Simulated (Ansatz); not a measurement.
The input, for Ansatz 0.2.0:

```yaml
crystal:
  periodic: [false, false, false]
  atoms:
    - {symbol: B, position_ang: [0.000000, 0.000000, 0.651967]}
    - {symbol: Al, position_ang: [0.000000, 0.000000, -2.489033]}
    - {symbol: H, position_ang: [0.000000, 0.000000, 1.837067]}
basis:
  gaussian: {orbitals: 6-31G, fitting: {mean_field: def2-universal-jkfit}}
magnetization: {spin_polarized: false, initial_magnetization: 3}
hamiltonian: {xc: {name: PBE0}}
correlation: {method: ccsd_t, electrons: outside_noble_gas}
```

```sh
$ ansatz run in.yaml --threads 1 --pin off --events-out ev --progress --plain --max-ram 2393MiB
```

Output:

```
221 factors; integrals over basis functions are off by at most 4.9e-2 eV
mean field evaluation 1: about -7275.3664 eV, gradient 1.4e1 eV
mean field evaluation 2: about -7275.3664 eV, gradient 1.4e1 eV
mean field evaluation 4: about -7276.1365 eV, gradient 1.0e1 eV
mean field evaluation 8: about -7277.4740 eV, gradient 4.8e0 eV
mean field evaluation 16: about -7277.7771 eV, gradient 6.0e-4 eV
mean field evaluation 32: about -7277.7897 eV, gradient 2.2e-6 eV
mean field evaluation 64: about -7277.0493 eV, gradient 3.0e0 eV
mean field evaluation 96: about -7276.5960 eV, gradient 9.2e-1 eV
mean field -7277.78966277 eV, -267.4538370439 hartree, gradient 2.2e-6 eV, S^2 3.750000; 10 other end points of the search recorded, 0 dependent functions left out
mean field evaluation 128: about -7264.3448 eV, gradient 5.0e-1 eV
6 core orbitals not correlated: weight in the atoms' cores, before any rotation towards them, 1.000 or more for the frozen orbitals, at most 0.000 for the correlated occupied ones
reference -7263.59467534 eV, -266.9321808775 hartree; 5, 2 occupied and 13, 16 virtual orbitals, 221 factors
second order -1.79380534 eV of doubles, -0.21854752 eV of singles
cycle   1  -2.24408306 eV  change   -5.2e-1 eV  update   8.6e-2
cycle   2  -2.62467119 eV  change   -3.8e-1 eV  update   4.5e-2
cycle   3  -2.65228688 eV  change   -2.8e-2 eV  update   1.7e-2
cycle   4  -2.66666385 eV  change   -1.4e-2 eV  update   1.2e-2
cycle   5  -2.67067609 eV  change   -4.0e-3 eV  update   8.9e-3
cycle   6  -2.67201528 eV  change   -1.3e-3 eV  update   7.0e-3
cycle   7  -2.67907951 eV  change   -7.1e-3 eV  update   5.2e-3
cycle   8  -2.67551358 eV  change    3.6e-3 eV  update   3.9e-3
cycle   9  -2.68168727 eV  change   -6.2e-3 eV  update   2.4e-3
cycle  10  -2.68060208 eV  change    1.1e-3 eV  update   1.1e-3
cycle  11  -2.68111427 eV  change   -5.1e-4 eV  update   5.1e-4
cycle  12  -2.68096973 eV  change    1.4e-4 eV  update   2.6e-4
cycle  13  -2.68109671 eV  change   -1.3e-4 eV  update   1.6e-4
cycle  14  -2.68114026 eV  change   -4.4e-5 eV  update   9.0e-5
cycle  15  -2.68115524 eV  change   -1.5e-5 eV  update   5.2e-5
cycle  16  -2.68112336 eV  change    3.2e-5 eV  update   2.1e-5
cycle  17  -2.68113387 eV  change   -1.1e-5 eV  update   9.8e-6
cycle  18  -2.68113560 eV  change   -1.7e-6 eV  update   4.7e-6
cycle  19  -2.68113358 eV  change    2.0e-6 eV  update   2.1e-6
perturbative correction -0.11558215 eV, -0.0042475656 hartree
WARN: the results are in doubt because among natural orbitals full CI differs from the method by -0.083 eV
Total energy: -7266.39139107 eV, -267.0349582847 hartree
In doubt: among natural orbitals full CI differs from the method by -0.083 eV
```

Ran on 1 thread of Arm Neoverse V1, shared host: 3.5 s wall, 0.18 GiB peak host memory.
